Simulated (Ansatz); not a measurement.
Black phosphorus

The numbers are results of r²SCAN+rVV10 (PAW; Ansatz, a quantum-chemistry and plane-wave program), not measurements.

Cell: relaxed at this level.

| Item | Result |
|---|---|
| interlayer binding energy | 25.6 meV/Å² |
| layer repeat distance | 5.345 Å |
| gap between the layers | 3.227 Å |

Computed values are for the static lattice.
